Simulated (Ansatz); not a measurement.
Ligands exchanged one at a time, Al F-SH. All species are isolated molecules in the gas phase. One relaxed conformer stands for each flexible species; it need not be the lowest. Strings in code marks are SMILES.

Quantity: redistribution energy (mixed species minus the weighted end members), in kJ/mol.

Case: 1 of 3 F replaced by SH: `[Al]([SH])([F])[F]` (F–Al–S–H torsion 180°). The other species in the difference include `[F][Al]([F])[F]` (neutral, multiplicity 1). Geometry of `[F][Al]([F])[SH]` (neutral, multiplicity 1, Å):

```xyz
5

F     -1.7703    -1.2592     0.1529
Al    -0.5907    -0.1093     0.0030
F     -1.0205     1.4700    -0.2512
S      1.4923    -0.6923     0.1423
H      1.8892     0.5908    -0.0470
```

Task: Estimate the redistribution energy (mixed species minus the weighted end members) that frozen-core MP2/cc-pVTZ // PBE-D3(BJ)/def2-TZVP (Ansatz, a program for electronic structure) returns for this input.

Result: -2.34 kJ/mol.
